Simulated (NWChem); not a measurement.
Molecule: LiH; SMILES [LiH]

```xyz
2

Li     0.0000     0.0000     0.4586
H      0.0000     0.0000    -1.1457
```
Atoms are numbered in this order, from 1.

Structure relaxed at the PBE-D3(BJ)/def2-SVP level.

Task: List the 4 lowest vertical singlet excitations from B3LYP/def2-SVP, TDA (NWChem).

Result: 
```tsv
state	energy (eV)	oscillator strength	leading excitation (squared amplitude)
S1	3.59	0.077	HOMO → LUMO (0.96)
S2	5.01	0.267	HOMO → LUMO+2 (1.00)
S3	5.01	0.267	HOMO → LUMO+1 (1.00)
S4	5.70	0.009	HOMO → LUMO+3 (0.98)
```
